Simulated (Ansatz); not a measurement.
`[NH2][MgH]` + CH₃OH → `C[O][MgH]` + NH₃ at 400 K and 1 bar (ligand exchange at a Mg–N bond).

Gas-phase electronic energies from Ansatz, PBE0-D4/def2-TZVP geometries. CCSD(T)/CBS is the MP2 limit (def2-TZVPP, def2-QZVPP) plus CCSD(T) − MP2 in def2-TZVPP, frozen cores. This one scheme is used for every species. For Mg outer-core shells are correlated without core-valence functions, which leaves a few kJ/mol of doubt a bond.

```
     species  CCSD(T)/CBS energy (Eh)  H − E (kJ/mol)  S (J/(mol·K))
`[NH2][MgH]`               -256.40266            96.1          270.4
       CH₃OH               -115.61712           151.2          252.6
 `C[O][MgH]`               -315.53638           145.2          306.5
         NH₃                -56.50880           104.2          203.1
```

H − E and S are ideal-gas, rigid-rotor, harmonic terms from PBE0-D4/def2-TZVP. 1 Eh = 2625.50 kJ/mol, R = 8.31446 J/(mol·K).

**Question.** By hand: ΔE, ΔH, ΔS and ΔG.

**Answer.** ΔE = (-315.53638) + (-56.50880) − (-256.40266) − (-115.61712) = -0.02540 Eh = -66.7 kJ/mol. Δ(H − E) = 145.2 + 104.2 − 96.1 − 151.2 = 2.1, so ΔH = -64.6 kJ/mol. ΔS = 306.5 + 203.1 − 270.4 − 252.6 = -13.4 J/(mol·K). ΔG = -64.6 − 400 × (-13.4)/1000 = -59.2 kJ/mol.

**Question.** By hand: the equilibrium constant, and the temperature at which ΔG would vanish if ΔH and ΔS stayed fixed.

**Answer.** log₁₀ K = −ΔG/(RT ln 10) = 7.7. ΔG = 0 at ΔH/ΔS = 4821 K, far beyond where these terms or the molecules hold.

The number of gas molecules stays the same, so ΔS is small and ΔH decides. A doubt of 5 kJ/mol in ΔE shifts log₁₀ K by 0.7 here. These are equilibria of isolated gas molecules and say nothing of rates. Largest T1 diagnostic: 0.011 (customary marks: 0.02 for closed shells, 0.045 for open ones).
